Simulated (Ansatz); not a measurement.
Results of PBEsol in Ansatz (plane waves, PAW) for antiferromagnetic (type II) rock-salt NiO.

Numerical settings: plane-wave cutoff 930 eV, 14×14×14 k mesh, spin-polarised with opposed moments, scalar-relativistic PAW data made under PBE.

Cell (measured lattice):

```cif
data_Ni4O4
_chemical_formula_sum 'Ni4 O4'
_space_group_name_H-M_alt 'Fm-3m'
_space_group_IT_number 225
_space_group_name_Hall '-F 4 2 3'
_cell_length_a 4.17000
_cell_length_b 4.17000
_cell_length_c 4.17000
_cell_angle_alpha 90.000
_cell_angle_beta 90.000
_cell_angle_gamma 90.000
loop_
_atom_site_label
_atom_site_type_symbol
_atom_site_symmetry_multiplicity
_atom_site_Wyckoff_symbol
_atom_site_fract_x
_atom_site_fract_y
_atom_site_fract_z
_atom_site_occupancy
Ni1 Ni 4 a 0.00000 0.00000 0.00000 1
O1 O 4 b 0.50000 0.50000 0.50000 1
```
(The calculation used a cell of 4 atoms; values per cell refer to that cell.)

Problem. Give the computed Voigt–Reuss–Hill bulk modulus, Voigt–Reuss–Hill shear modulus (Hill average), Young modulus and Poisson ratio.

Solution. 
- Voigt–Reuss–Hill bulk modulus = 188 GPa
- Voigt–Reuss–Hill shear modulus (Hill average) = 71.2 GPa
- Young modulus = 190 GPa
- Poisson ratio = 0.332

Note: the cell isn't this level's own, so it is under some stress, which shifts stiffness and frequencies.

Elastic constants are with the ions relaxed.

The computed numbers hold no vibrational or temperature effects.

The result took about 50 core-minutes (a rough figure).

Ansatz is a program for electronic structure.
